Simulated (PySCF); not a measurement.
Isomers C₅H₇N:

A. `C1=C(N=C)CC1`
B. `C=C(C)[C@H]1C=N1`
C. `C/C=C\CC#N`

Spectrum 1. $^{13}$C{$^{1}$H} NMR (computed): δ 155.9 (C), 151.1 (CH2), 143.4 (CH), 28.3 (CH2), 25.6 (CH2).

Spectrum 2. $^{13}$C{$^{1}$H} NMR (computed): δ 138.7 (CH), 126.2 (CH), 121.3 (C), 16.1 (CH2), 16.0 (CH3).

Spectrum 3. $^{13}$C{$^{1}$H} NMR (computed): δ 181.7 (CH), 154.6 (C), 116.5 (CH2), 34.4 (CH), 24.1 (CH3).

Theoretical values (PySCF 2.14.0 with density-fitted response routines): GIAO PBE0/pcSseg-1 shieldings, geometry: GFN2-xTB, couplings computed with B3LYP/pcJ-1 (spin–dipole term left out of most H,H and C,H couplings). One conformer, no relativistic terms, averaged over atoms made equivalent by symmetry, fast rotation or ring inversion, in vacuum.

Shifts are taken against calculated references (same method and geometry level): $^{13}$C vs TMS. Shifts are as computed. Against solution values, carbons near 30 ppm lie about +3 ppm off and those near 130 ppm about +5 ppm. Of 1211 compounds with measured shifts, 218 miss one by over three times the rms of a fit or turn the order of signals round; such compounds aren't used in these exercises.

Q: Which spectrum belongs to which compound?

A: 1–A, 2–C, 3–B.

- Spectrum 1 (A): 5 $^{13}$C signals; δC 155.9 is a fully substituted alkene carbon; δC 143.4 is an alkene CH.
- Spectrum 2 (C): 5 $^{13}$C signals; δC 138.7 is an alkene CH; δC 126.2 is an alkene CH.
- Spectrum 3 (B): 5 $^{13}$C signals; δC 154.6 is a fully substituted alkene carbon; δC 116.5 is a terminal =CH2 carbon.
